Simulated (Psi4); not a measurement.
Psi4 input (wB97X-D/6-31G*):

```
memory 1500 MB

molecule {
1 1
Be   -0.00000000   -0.00000000   -0.26948411
H     0.00000000    0.00000000    1.07793645
symmetry c1
no_reorient
no_com
}

set {
  basis 6-31G*
  reference rks
  scf_type pk
  dft_radial_points 99
  dft_spherical_points 590
  e_convergence 1e-8
  d_convergence 1e-7
  maxiter 150
}

e = energy('wb97x-d')
print_out(f'\nFINAL {e:.10f} DIPOLE {variable("CURRENT DIPOLE")[0]:.6f} {variable("CURRENT DIPOLE")[1]:.6f} {variable("CURRENT DIPOLE")[2]:.6f}\n')
```

**Question.** Predict the final energy.

**Answer.** -14.95295 Eh.
